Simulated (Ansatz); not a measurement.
**SiPH₂ (quartet): the correlation ladder, def2-TZVPP**

An exercise on one series of results from a longer session: the logs are not shown, and one member is left open.

Computed with Ansatz 0.2.0, Gaussian basis. Level: def2-TZVPP, core rule «outside noble gas», up to 10 orbitals frozen.

The runs, in order: UHF; ROHF; CCSD(T) on UHF.

2 further runs of the same task are left out: 2 set aside as unsound or not needed.

**The system**

The geometry is a PBE0/def2-TZVP stationary point (not a proven minimum) of the parent state, kept for this charge and spin.

4 atoms, charge 0, spin multiplicity 4.

Atoms are counted from 1 here; the program's logs count them from 0.

Bond lengths: Si1–P2 2.059 Å, Si1–H3 1.485 Å, Si1–H4 1.485 Å. Angles: P2–Si1–H3 124.2°, P2–Si1–H4 124.2°, H3–Si1–H4 111.6°.

Coordinates:

```xyz
4

Si    0.0000    0.0000    1.0167
P     0.0000    0.0000   -1.0424
H     0.0000    1.2280    1.8518
H     0.0000   -1.2280    1.8518
```

Set-up of the first run:

in.yaml reads:

```yaml
crystal:
  periodic: [false, false, false]
  atoms:
    - {symbol: Si, position_ang: [0.000000, 0.000000, 1.016675]}
    - {symbol: P, position_ang: [0.000000, 0.000000, -1.042393]}
    - {symbol: H, position_ang: [0.000000, 1.227985, 1.851803]}
    - {symbol: H, position_ang: [0.000000, -1.227985, 1.851803]}
basis:
  gaussian: {orbitals: def2-TZVPP}
magnetization: {spin_polarized: true, initial_magnetization: 3}
hamiltonian: {xc: hf}
output: {orbitals: {seedname: orbitals}}
```

Started as:

```sh
> ansatz run in.yaml --threads 1 --pin off --events-out ev --progress --plain --max-ram 4096MiB --backend cpu
```

Steps of the session up to this table: UHF; ROHF; CCSD(T) on UHF.

One table of the session follows, with a row left open; its other results are not shown here.

```
  method  from UCCSD(T) (meV)
    ROHF              +7238.1
     UHF              +6953.5
    UMP2                    ?
   UCCSD               +271.5
UCCSD(T)                    0
```

Estimate the missing values for UMP2.

The run gave: from UCCSD(T) (meV): +1377.6. In the column «from UCCSD(T) (meV)» it lies between UCCSD (+271.5) and UHF (+6953.5).
